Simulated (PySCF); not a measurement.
Molecule: 2,2-dimethylbutane (C(CC)(C)(C)C, C₆H₁₄).

Molfile (atoms numbered from 1):
```
C6H14
     RDKit          3D

 20 19  0  0  0  0  0  0  0  0999 V2000
    2.0739   -0.6063    0.1119 C   0  0  0  0  0  0  0  0  0  0  0  0
    0.9870    0.1062   -0.6787 C   0  0  0  0  0  0  0  0  0  0  0  0
   -0.4202    0.1377   -0.0503 C   0  0  0  0  0  0  0  0  0  0  0  0
   -1.3471    0.8962   -1.0033 C   0  0  0  0  0  0  0  0  0  0  0  0
   -0.9583   -1.2824    0.1416 C   0  0  0  0  0  0  0  0  0  0  0  0
   -0.3943    0.8618    1.2981 C   0  0  0  0  0  0  0  0  0  0  0  0
    2.2312   -0.1501    1.1013 H   0  0  0  0  0  0  0  0  0  0  0  0
    1.8405   -1.6704    0.2696 H   0  0  0  0  0  0  0  0  0  0  0  0
    3.0349   -0.5607   -0.4225 H   0  0  0  0  0  0  0  0  0  0  0  0
    1.3003    1.1493   -0.8629 H   0  0  0  0  0  0  0  0  0  0  0  0
    0.9028   -0.3594   -1.6769 H   0  0  0  0  0  0  0  0  0  0  0  0
   -0.9978    1.9297   -1.1582 H   0  0  0  0  0  0  0  0  0  0  0  0
   -2.3733    0.9443   -0.6054 H   0  0  0  0  0  0  0  0  0  0  0  0
   -1.3912    0.4057   -1.9889 H   0  0  0  0  0  0  0  0  0  0  0  0
   -0.9637   -1.8369   -0.8108 H   0  0  0  0  0  0  0  0  0  0  0  0
   -0.3554   -1.8554    0.8625 H   0  0  0  0  0  0  0  0  0  0  0  0
   -1.9920   -1.2602    0.5219 H   0  0  0  0  0  0  0  0  0  0  0  0
    0.2216    0.3287    2.0383 H   0  0  0  0  0  0  0  0  0  0  0  0
    0.0100    1.8817    1.1933 H   0  0  0  0  0  0  0  0  0  0  0  0
   -1.4103    0.9457    1.7156 H   0  0  0  0  0  0  0  0  0  0  0  0
  1  2  1  0
  2  3  1  0
  3  4  1  0
  3  5  1  0
  3  6  1  0
  1  7  1  0
  1  8  1  0
  1  9  1  0
  2 10  1  0
  2 11  1  0
  4 12  1  0
  4 13  1  0
  4 14  1  0
  5 15  1  0
  5 16  1  0
  5 17  1  0
  6 18  1  0
  6 19  1  0
  6 20  1  0
M  END
```

Geometry PBE0-D3(BJ)/def2-SVP throughout; GIAO in PySCF, gas phase, one conformer, non-relativistic; equivalent atoms averaged; functional PBE0.

Question: How do the absolute shieldings σ depend on the basis set? (ppm; last column core-seconds on shared hosts with different chips, so compare them loosely)

Answer: 
| basis set | functions | C3 | C2 | C4/C5/C6 | C1 | H10/H11 | H12/H13/H14/H15/H16/H17/H18/H19/H20 | H7/H8/H9 | core-s |
| --- | --- | --- | --- | --- | --- | --- | --- | --- | --- |
| STO-3G | 44 | 201.6 | 202.4 | 208.3 | 217.2 | 31.81 | 31.89 | 31.97 | 11 |
| 6-31G | 82 | 169.8 | 162.0 | 169.2 | 188.4 | 31.16 | 31.46 | 31.52 | 14 |
| pcSseg-0 | 82 | 165.1 | 154.9 | 160.7 | 181.5 | 31.73 | 31.80 | 31.88 | 5.9 |
| 6-31G* | 112 | 165.9 | 157.7 | 165.2 | 183.5 | 30.59 | 30.98 | 31.01 | 25 |
| def2-SVP | 154 | 166.0 | 156.2 | 164.1 | 184.2 | 30.24 | 30.51 | 30.52 | 27 |
| cc-pVDZ | 154 | 164.5 | 157.1 | 166.4 | 185.9 | 30.10 | 30.42 | 30.43 | 15 |
| pcSseg-1 | 172 | 154.2 | 145.3 | 154.1 | 174.0 | 30.18 | 30.39 | 30.34 | 15 |
| 6-311+G(2d,p) | 246 | 154.8 | 147.8 | 157.5 | 176.9 | 30.34 | 30.71 | 30.68 | 59 |
| aug-cc-pVDZ | 264 | 162.1 | 156.1 | 166.7 | 185.5 | 30.16 | 30.51 | 30.50 | 31 |
| def2-TZVP | 270 | 154.9 | 146.9 | 156.8 | 176.4 | 30.28 | 30.65 | 30.63 | 64 |

Question: Which nucleus moves most, in ppm?

Answer: C2 (sp3 CH2): from 145.3 ppm with pcSseg-1 to 202.4 ppm with STO-3G. The smallest spread is 1.50 ppm, at H12/H13/H14/H15/H16/H17/H18/H19/H20. Proton shifts span only some 12 ppm, so a few tenths of a ppm matter as much there as several ppm in carbon.

Question: Taking the largest basis, def2-TZVP (270 functions), as the yardstick, rank the others by their worst heavy-atom deviation.

Answer: 6-311+G(2d,p) 0.9 ppm (246 functions), pcSseg-1 2.7 ppm (172 functions), aug-cc-pVDZ 9.9 ppm (264 functions), pcSseg-0 10.2 ppm (82 functions), cc-pVDZ 10.2 ppm (154 functions), 6-31G* 11.0 ppm (112 functions), def2-SVP 11.1 ppm (154 functions), 6-31G 15.1 ppm (82 functions), STO-3G 55.5 ppm (44 functions).

A small basis that lands close on one nucleus may do so by chance; judge by the trend and by all nuclei.
